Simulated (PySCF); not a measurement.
2-Butene, (Z)-, C4H8, SMILES C/C=C\C, point group C2v.

Force field and properties: B3LYP/6-31G* (PySCF, grid level 2). Vibrational terms come from second-order perturbation theory with semi-diagonal cubic constants, by steps of ±0.6 along the normal coordinates of each isotopologue. The parent has the commonest isotopes.

Equilibrium geometry (Å):

```json
{"atom": "C1", "x": "0.0424", "y": "-0.8735", "z": "-2.5930"}
{"atom": "C2", "x": "0.6030", "y": "0.5174", "z": "-2.4833"}
{"atom": "C3", "x": "0.6585", "y": "1.2996", "z": "-1.3984"}
{"atom": "C4", "x": "0.1746", "y": "0.9891", "z": "-0.0090"}
{"atom": "H5", "x": "-0.3564", "y": "-1.2486", "z": "-1.6464"}
{"atom": "H6", "x": "0.8119", "y": "-1.5792", "z": "-2.9348"}
{"atom": "H7", "x": "-0.7667", "y": "-0.9112", "z": "-3.3353"}
{"atom": "H8", "x": "1.0093", "y": "0.9207", "z": "-3.4118"}
{"atom": "H9", "x": "1.1062", "y": "2.2872", "z": "-1.5164"}
{"atom": "H10", "x": "-0.2685", "y": "-0.0070", "z": "0.0751"}
{"atom": "H11", "x": "-0.5797", "y": "1.7194", "z": "0.3144"}
{"atom": "H12", "x": "0.9988", "y": "1.0510", "z": "0.7148"}
```

Question: Give the equilibrium and ground-state rotational constants (MHz) of parent; ¹³C at 1.

Answer: 
```json
{"species": "parent", "Ae": "16308", "Be": "5037.7", "Ce": "4041", "A0": "16140", "B0": "5013.4", "C0": "4014.6", "Δ0 (u Å²)": "-6.232", "harmonic ZPE (cm⁻¹)": "23865"}
{"species": "¹³C at 1", "Ae": "16157", "Be": "4914.5", "Ce": "3952.4", "A0": "15991", "B0": "4891.2", "C0": "3926.8", "Δ0 (u Å²)": "-6.230", "harmonic ZPE (cm⁻¹)": "23826"}
```

Δ0 = Ic − Ia − Ib from the ground-state constants.

Question: How is the parent's vibrational correction B0 − Be made up?

Answer: 
```json
{"axis": "a", "harmonic": "39.8", "Coriolis": "-82.1", "cubic": "-127", "total (MHz)": "-169"}
{"axis": "b", "harmonic": "8.28", "Coriolis": "-9.46", "cubic": "-23.1", "total (MHz)": "-24.3"}
{"axis": "c", "harmonic": "3.11", "Coriolis": "-3.69", "cubic": "-25.9", "total (MHz)": "-26.5"}
```

Question: And its quartic centrifugal distortion constants from the harmonic force field?

Answer: Asymmetric top, A reduction, Ir representation: ΔJ = 2.49 kHz, ΔJK = -9.45 kHz, ΔK = 47.4 kHz, δJ = 0.702 kHz, δK = 1.63 kHz.

A mode lies under 250 cm⁻¹, where this perturbation treatment is rough. Internal rotors are held in one well.
